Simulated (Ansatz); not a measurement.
Consider the isomerisation: `SC1C=N1` → `C1=NCS1`.

Isolated molecules relaxed with PBE0-D4/def2-TZVP in Ansatz; ΔE leaves out vibrations. CCSD(T)/CBS is the MP2 limit (def2-TZVPP, def2-QZVPP) plus CCSD(T) − MP2 in def2-TZVPP, frozen cores. DFT in def2-TZVPP. Each species was taken in one conformer, which may not be the lowest.

```tsv
species	PBE0-D4 energy (Eh)
`SC1C=N1`	-530.64630
`C1=NCS1`	-530.68335
```

(1) Work out ΔE.

(2) What do rigid-rotor, harmonic-oscillator terms from PBE0-D4/def2-TZVP frequencies (298.15 K, 1 bar) make of the CCSD(T)/CBS value? (Estimate.)

Largest T1 diagnostic among the species: 0.014.

Answers

(1) ΔE = (-530.68335) − (-530.64630) = -0.03705 Eh = -1.01 eV. CCSD(T)/CBS gives -0.98 eV.

(2) Computed: ΔZPE = +0.12 eV, ΔH = -0.88 eV, ΔS = -15 J/(mol·K), ΔG = -0.84 eV.

Leaving LDA and LC-ωPBE aside and taking each functional with its dispersion term where it has one, the values, not all of them listed here, spread over 0.08 eV, from PBE-QIDH to ωB97X-V. LDA lies −0.12 eV from PBE without D4. In def2-TZVPP, CCSD(T) changes the Hartree–Fock value by −0.08 eV (the triples alone add −0.03 eV) and MP2 by −0.08 eV. At CCSD(T), def2-SVP lies +0.18 eV from the extrapolated value and def2-TZVPP +0.02 eV.
